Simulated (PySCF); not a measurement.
# Working out the ionisation energy of Al

Al [Ne] 3s2 3p1 (2P) → Al⁺ [Ne] 3s2 (1S). Calculation: PySCF 2.14, in aug-cc-pV(D+d)Z (5s4p3d, 32 functions); the non-relativistic Hamiltonian (point nucleus). Frozen: [Ne]. Energies in hartree (1 hartree = 27.21139 eV):

```json
{"part": "UHF", "Al (lower)": "-241.874285", "Al⁺ (upper)": "-241.668532"}
{"part": "MP2 opposite-spin", "Al (lower)": "-0.029122", "Al⁺ (upper)": "-0.025517"}
{"part": "MP2 same-spin", "Al (lower)": "-0.002235", "Al⁺ (upper)": "0.000000"}
```

**Question.** What does Hartree-Fock give?

**Answer.** (-241.668532) − (-241.874285) = 0.205753 hartree = 5.599 eV.

**Question.** What do MP2 and SCS-MP2 (6/5 opposite-spin, 1/3 same-spin) give?

**Answer.** The opposite-spin parts differ by 0.098 eV and the same-spin parts by 0.061 eV. MP2: 5.599 + (0.098) + (0.061) = 5.758 eV. SCS-MP2: 5.599 + 1.2 × (0.098) + (0.061)/3 = 5.737 eV.

Measured between the centres of the two terms (NIST): 5.977 eV, so MP2 (valence) is off by -0.219 eV.

What remains against the reference includes basis incompleteness, the frozen core and correlation beyond second order.
